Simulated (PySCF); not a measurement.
These compounds are isomers of formula C6H10.

A. `InChI=1S/C6H10/c1-3-6-4-5(6)2/h3,5-6H,1,4H2,2H3/t5-,6-/m1/s1`
B. SMILES C=CC(=C)CC
C. SMILES C[C@H]1C(=C)[C@H]1C

Spectrum 1. $^{13}$C{$^{1}$H} NMR (computed): δ 151.4 (CH), 117.5 (CH2), 28.9 (CH), 20.7 (CH3), 18.6 (CH), 17.5 (CH2).

Spectrum 2. $^{13}$C{$^{1}$H} NMR (computed): δ 152.5 (C), 107.5 (CH2), 17.0 (CH), 14.3 (CH3).

Spectrum 3. $^{13}$C{$^{1}$H} NMR (computed): δ 157.6 (C), 145.7 (CH), 124.5 (CH2), 119.8 (CH2), 30.2 (CH2), 18.5 (CH3).

[PySCF: σ from GIAO-PBE0/pcSseg-1; GFN2-xTB geometry; couplings computed with B3LYP/pcJ-1 (spin–dipole term left out of most H,H and C,H couplings); relativity neglected; averaged over atoms made equivalent by symmetry, fast rotation or ring inversion; one conformer; gas phase]

Referencing at the same level of theory: TMS for $^{13}$C. Shifts are as computed. Against solution values, carbons near 30 ppm lie about +3 ppm off and those near 130 ppm about +5 ppm. Of 1211 compounds with measured shifts, 218 miss one by over three times the rms of a fit or turn the order of signals round; such compounds aren't used in these exercises.

Question: Which spectrum belongs to which compound?

Answer: 1–A, 2–C, 3–B.

- Spectrum 1 (A): 6 $^{13}$C signals; δC 151.4 is an alkene CH; δC 117.5 is a terminal =CH2 carbon.
- Spectrum 2 (C): 4 $^{13}$C signals; δC 152.5 is a fully substituted alkene carbon; δC 107.5 is a terminal =CH2 carbon.
- Spectrum 3 (B): 6 $^{13}$C signals; δC 157.6 is a fully substituted alkene carbon; δC 145.7 is an alkene CH.
